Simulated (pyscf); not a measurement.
ethane (H₃C–CH₃) + [HO–Ga–OH]• → H₃C–Ga(OH)–OH + methyl (CH₃•), a substitution at C (doublet surface; C–C broken, C–Ga formed). Structures and frequencies: ωB97X-D3(BJ)/def2-SVP in PySCF. Energies in kcal/mol from the separated reactants.

Small-basis levels: PySCF, no dispersion term, spherical d functions. AM1 to PM7: differences of heats of formation from MOPAC, which are fitted to 298 K values and so differ in kind from electronic energies by zero-point and thermal terms. GFN2-xTB: tblite. Open shells are spin-unrestricted. 

```
level                    barrier  reaction energy
-----------------------  -------  ---------------
HF/3-21G                    46.2             -3.3
MP2/6-31G*+LANL2DZ          59.1            +20.1
SVWN5/6-31G*+LANL2DZ        37.9            +27.3
PBE/6-31G*+LANL2DZ          41.1            +21.7
B3LYP/STO-3G                85.1            +57.8
B3LYP/6-31G*+LANL2DZ        46.3            +17.6
M06-2X/6-31G*+LANL2DZ       45.2            +14.1
B3LYP/6-311+G**+LANL2DZ     45.4            +16.7
PBE/def2-SVP                41.2            +22.0
GFN2-xTB                    46.8            +47.1
AM1                         35.0            +43.4
PM7                         38.6             +6.1
ωB97M-D3(BJ)/def2-TZVP      47.8            +17.8
```

Against the last row the barrier runs from -12.8 (AM1) to +37.3 kcal/mol (B3LYP/STO-3G). At GFN2-xTB, AM1 this geometry lies under one side, so the entry may be no barrier of that level: it is a single point on another level's saddle. ωB97M-D3(BJ)/def2-TZVP has limits of its own. This is the saddle that the search found; another between the same sides may lie lower. The angle at the attacked C is 174°. In the def2 sets elements up to Kr have no core potential.
